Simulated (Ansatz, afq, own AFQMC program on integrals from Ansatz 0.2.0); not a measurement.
# Where AFQMC and coupled cluster stand for BGe, doublet

```tsv
atom	x (Å)	y (Å)	z (Å)
Ge	0.0000	0.0000	0.0000
B	0.0000	0.0000	1.5620
```

Basis 6-31G. Only valence electrons are correlated. Integrals, coupled cluster, full CI and functionals: Ansatz 0.2.0; the random walks run on the same integrals in our own AFQMC program. ph-AFQMC/CISD is guided by a CISD state made of CCSD amplitudes; releasing the constraint for a short imaginary time cuts its bias at the price of noise, slowly where states lie close. Error bars are statistical, one sigma. No spin–orbit coupling.

Determinant: ROHF, the one that the program's search chose, which needn't be the lowest solution. The geometry is a point of a scan.

Full CI on the same integrals is exact in this basis and with this determinant's frozen core.

Cautions: no relativity below Rb; no spin-orbit coupling; inner d shell frozen; a spin-contaminated unrestricted determinant lies lower (UHF 609 meV lower, ⟨S²⟩ 1.67); strong correlation (T1 0.068, weight of the determinant 0.81, largest double 0.19); (T) is large, 6 % of the CCSD correlation; the released energies are still falling, so no released level is given (meV from the phaseless value at times in 1/Eh: -9 ± 4 at 0.24, -15 ± 3 at 0.51, -30 ± 3 at 0.99, -38 ± 3 at 1.62, -296 ± 251 at 2.40).

```
T1 diagnostic                               : 0.0678
weight of the determinant in the CISD state : 0.811
size of the correlated space                : 7 electrons in 23 orbitals
```

```tsv
level	correlation energy (eV)
MP2	-2.7617
CCSD	-3.4782
CCSD(T)	-3.6991
```

Estimate where full CI lies against CCSD(T) on the same integrals.

1.64 mEh below CCSD(T).

Reference: full CI, correlation energy -3.744 eV.

```
        level  E − E(reference) (mEh)  share of correlation (%)
      CCSD(T)                    1.64                     98.81
ph-AFQMC/CISD             2.46 ± 0.15                     98.21
```
